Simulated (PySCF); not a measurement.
C₃H₆FNS.
Atom-mapped SMILES: `[NH2:1][C:2](=[S:3])[CH2:4][CH2:5][F:6]` (hydrogens: H7, H8 on N1; H9, H10 on C4; H11, H12 on C5)

Computed geometry: GFN2-xTB, gas phase.

(1) What internal coordinates does the optimisation give?

## Answers

(1) 
| bond | length (Å) |
| --- | --- |
| N1–C2 | 1.339 |
| C2=S3 | 1.637 |
| C2–C4 | 1.505 |
| C4–C5 | 1.527 |
| C5–F6 | 1.377 |
| N1–H7 | 1.008 |
| N1–H8 | 1.007 |
| C4–H9, C4–H10 | 1.091 |
| C5–H11, C5–H12 | 1.094 |

Bonds in one row agree within 0.01 Å and their mean is given. A selection of angles:
| angle | degrees |
| --- | --- |
| C2–N1–H7 | 121.4 |
| C2–N1–H8 | 118.7 |
| H7–N1–H8 | 118.8 |
| N1–C2–S3 | 122.0 |
| N1–C2–C4 | 116.3 |
| S3–C2–C4 | 121.8 |
| C2–C4–C5 | 111.6 |
| C2–C4–H9 | 109.0 |
| C5–C4–H9 | 108.5 |
| H9–C4–H10 | 109.1 |
| C4–C5–F6 | 110.3 |
| C4–C5–H11 | 111.1 |
| F6–C5–H11 | 106.5 |
| F6–C5–H12 | 106.8 |
| H11–C5–H12 | 110.3 |

Dihedral angles: N1–C2–C4–C5 -68° (synclinal); C2–C4–C5–F6 69° (synclinal). The mirror-image conformer, all signs reversed, is as good.

H7 on N1 lies 2.31 Å from F6, 5 bonds away (angle at H 116°; Bondi radii sum to 2.67 Å). The C–C distances run from 1.505 Å (C2–C4, drawn single) to 1.527 Å (C4–C5, drawn single), a spread of 0.022 Å. N1 (nitrogen bound to a thiocarbonyl carbon) is almost planar (angles 121.4°, 118.8° and 118.7°, sum 358.9°, 0.07 Å off the plane of its three neighbours). Of the pairs four or more bonds apart, those above aside, N1···F6 is among the closest relative to their van der Waals radii: 2.89 Å, 96 % of the sum of Bondi's values.

Point group: C1 (no symmetry element, even within 0.4 Å). Not checked by GFN2-xTB frequencies. The numbers are those of one conformer (H–N1–C2–S3 -172° and -4°, N1–C2–C4–C5 -68°, C2–C4–C5–F6 69°).
